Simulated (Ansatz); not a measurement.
The same path of C$_{3}$H$_{6}$FNO (12 atoms, charge 0, multiplicity 1) was run twice with different band settings. The coordinate that changes most is the height of N5 over the plane of its neighbours.

Level of theory: Ansatz, RKS PBE-D4/def2-SVP.

Relaxed end points:

```xyz
12
Properties=species:S:1:pos:R:3
C 0.038 -0.415 1.723
C 0.361 -0.449 0.255
O 1.244 0.618 -0.254
C -0.066 0.606 -0.696
N -0.254 0.531 -2.094
F -0.882 1.587 -0.184
H 0.925 -0.692 2.329
H -0.768 -1.141 1.952
H -0.299 0.594 2.026
H 0.611 -1.444 -0.168
H -1.221 0.295 -2.338
H 0.388 -0.145 -2.516
```

```xyz
12
Properties=species:S:1:pos:R:3
C 0.016 -0.381 1.748
C 0.383 -0.538 0.299
O 1.305 0.457 -0.264
C 0.000 0.446 -0.726
N -0.199 0.121 -2.082
F -0.744 1.543 -0.291
H 0.868 -0.660 2.400
H -0.834 -1.048 2.000
H -0.275 0.663 1.968
H 0.597 -1.564 -0.059
H -1.201 0.025 -2.282
H 0.161 0.881 -2.677
```

Common settings: movable images 7; climbing image yes; spring 5.0 eV/Å²; optimiser quadratic models (default); start path through a guess of the saddle point; iteration limit 60; end points relaxed.

| run | force threshold |
| --- | --- |
| 1 | 0.03 eV/Å |
| 2 | 0.5 eV/Å |

Question: What does each run give, and how far can it be trusted?

Answer: Run 1: converged after 9 iterations, highest image 0.082 eV above the first end. A vibrational analysis at the climbing image gives one clearly imaginary mode, 519i cm⁻¹: a first-order saddle point.
Run 2: converged after 4 iterations, highest image 0.079 eV above the first end. The threshold of 0.5 eV/Å is loose, so the images may lie well off the minimum-energy path. Another band between the same ends (7 images) ends at a top of the same energy, where a vibrational analysis finds 1 clearly imaginary mode.
